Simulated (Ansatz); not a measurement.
Geometry optimisation, RKS PBE0/cc-pVDZ in Ansatz.

input.yaml

```yaml
crystal:
  periodic: [false, false, false]
  atoms:
    - { symbol: Si, position_ang: [0.0, 0.0, 0.0] }
    - { symbol: O, position_ang: [1.0382, 0.0, 1.5673] }
    - { symbol: H, position_ang: [0.1287, -0.2814, 1.9044] }
    - { symbol: H, position_ang: [1.629, 0.0, 0.3193] }
    - { symbol: H, position_ang: [-0.6877, 1.1914, -0.4862] }
    - { symbol: H, position_ang: [-0.6877, -1.1914, -0.4862] }
basis:
  gaussian: { orbitals: cc-pVDZ }
hamiltonian:
  xc: pbe0
relax:
  f_tol: 0.15
  max_steps: 25
  restrain:
    - { distance: [1, 3], at: 2.21, k: 30.0 }
    - { distance: [0, 1], at: 1.68, k: 30.0 }
    - { distance: [0, 3], at: 1.46, k: 30.0 }
```

Command:

```bash
$ ansatz run input.yaml --threads 1 --pin off --max-ram 2048MiB --backend cpu --events-out ev --progress --plain --runs-dir out
```

Question: Where does it end, and by what steps?

Answer: The run converged. The restraints hold the end off the free minimum; the threshold counts their pulls, which the force column leaves out. Restrained pairs: O2–H4 (1.38 → 2.25 Å), Si1–O2 (1.88 → 1.68 Å), Si1–H4 (1.66 → 1.46 Å). After 6 steps the energy has fallen by 4.462 eV (the restraints' own energy left out); H4 moved furthest, 0.68 Å.

| step | energy less start (eV) | largest force component (eV/Å) | accepted |
| --- | --- | --- | --- |
| 0 | 0.0000 | 5.072 | yes |
| 1 | -1.8860 | 3.894 | yes |
| 2 | -3.0860 | 3.061 | yes |
| 3 | -4.1254 | 1.737 | yes |
| 4 | -4.3982 | 2.118 | yes |
| 5 | -4.4464 | 1.117 | yes |
| 6 | -4.4619 | 1.021 | yes |

```xyz
6
Properties=species:S:1:pos:R:3
Si 0.230 -0.016 0.040
O 0.649 -0.104 1.660
H -0.062 -0.184 2.307
H 1.632 0.044 -0.357
H -0.543 1.211 -0.354
H -0.487 -1.232 -0.478
```

Time of the run: 3.3 s on 1 thread of AMD EPYC 9R45 96-Core Processor (Zen 5), on a shared host, peak memory 0.12 GiB.
